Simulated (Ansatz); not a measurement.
Input for Ansatz (development build ahead of 0.2.0):

```yaml
crystal:
  periodic: [false, false, false]
  atoms:
    - { symbol: Si, position_ang: [0.0, 0.0, -1.12587] }
    - { symbol: Cl, position_ang: [0.0, 0.0, 1.12587] }
basis:
  gaussian: { orbitals: def2-SVP }
magnetization:
  spin_polarized: true
  initial_magnetization: 1
hamiltonian:
  xc: hf
correlation:
  method: ccsd_t
  frozen_orbitals: { Cl: 5, Si: 5 }
```

The input is written out in the form of the current development build from the run's settings.

The run gave:

```yaml
Converged: yes
Reference_energy: -748.17342 hartree
Correlation_energy: -0.22194 hartree
Total_energy: -748.39536 hartree
Stability_test: minimum
```
